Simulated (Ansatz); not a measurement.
# C2H2N radical: small, medium and large basis sets

The task here is to estimate one member of a computed series from the others.

Program: Ansatz 0.2.0, Gaussian basis. Level of theory: one geometry, several basis sets. These are calculated values, not measurements.

The runs, in order: PBE0-D4/def2-SVP; ωB97M-V/def2-SVP; PBE0-D4/def2-QZVPP; ωB97M-V/def2-QZVPP; the functionals' def2-TZVPP values are taken from earlier runs.

## Structure used throughout

The geometry comes from an earlier relaxation with PBE0-D4 in a triple-zeta def2 set; it is a stationary point.

SMILES `[CH2]C#N`, 5 atoms, charge 0, spin multiplicity 2.

Atoms are counted from 1 here; the program's logs count them from 0.

Bond lengths: C1–C2 1.376 Å, C1–H4 1.081 Å, C1–H5 1.081 Å, C2–N3 1.165 Å. Angles: C2–C1–H4 120.0°, C2–C1–H5 120.0°, H4–C1–H5 119.9°, C1–C2–N3 180.0°.

The first run:

in.yaml reads:

```yaml
crystal:
  periodic: [false, false, false]
  atoms:
    - {symbol: C, position_ang: [-0.303916, 0.342002, -0.317425]}
    - {symbol: C, position_ang: [0.458075, -0.524011, 0.433102]}
    - {symbol: N, position_ang: [1.103008, -1.256930, 1.068259]}
    - {symbol: H, position_ang: [-1.157112, -0.027098, -0.869588]}
    - {symbol: H, position_ang: [-0.050156, 1.392337, -0.355649]}
basis:
  gaussian: {orbitals: def2-SVP}
magnetization: {spin_polarized: true, initial_magnetization: 1}
hamiltonian: {xc: pbe0, dispersion: d4}
output: {orbitals: {seedname: orbitals}}
```

Steps of the session up to this table: PBE0-D4 in def2-SVP; ωB97M-V in def2-SVP; PBE0-D4 in def2-QZVPP; ωB97M-V in def2-QZVPP.

One of the session's tables, all rows but one given; the rest of the session is left out.

It belongs to the step «Functionals by basis». 

| functional | basis | HOMO (eV) | LUMO (eV) |
| --- | --- | --- | --- |
| PBE0-D4 | def2-SVP | -7.70 | -3.31 |
| PBE0-D4 | def2-TZVPP | -7.78 | -3.47 |
| PBE0-D4 | def2-QZVPP | -7.80 | -3.49 |
| ωB97M-V | def2-SVP | -9.65 | -1.26 |
| ωB97M-V | def2-TZVPP | ? | ? |
| ωB97M-V | def2-QZVPP | -9.78 | -1.56 |

Q: Estimate the row for ωB97M-V, def2-TZVPP from the others.

The run gave: HOMO (eV): -9.76; LUMO (eV): -1.51. In the column «HOMO (eV)» it lies between ωB97M-V, def2-QZVPP (-9.78) and ωB97M-V, def2-SVP (-9.65).
